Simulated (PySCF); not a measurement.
Gas-phase reaction: 4 CH3CO (acetyl) = 2 CO2 + C4H6 (butadiene) + 2 CH3

Computed with PySCF and rigid-rotor harmonic-oscillator thermochemistry at 1 bar. 'Table' is the NASA 1993 thermochemical table (part measured, part estimated). † marks an energy on the PBE0/def2-TZVP geometry and frequencies; other levels use their own. CCSD(T) freezes the core. Open shells (unrestricted): CH3CO (acetyl) (multiplicity 2), CH3 (multiplicity 2); the rest are closed-shell singlets. For this reaction the table lies outside the span of B3LYP, CCSD(T), M06-2X, MP2, PBE0, r2SCAN, ωB97M-V, ωB97X-V in their largest bases here; which side is off was not settled. CCSD(T) isn't extrapolated to the basis-set limit. The table's entry may be an old estimate for CH3CO (acetyl) (not checked at source).

PBE/def2-SVP gives ΔH°(298 K) = -307.3 kJ.

**Question.** What does CCSD(T)/def2-SVP† give, and where does the table lie?

**Answer.** CCSD(T)/def2-SVP†: -345.6 kJ. Table: -292.8 kJ.
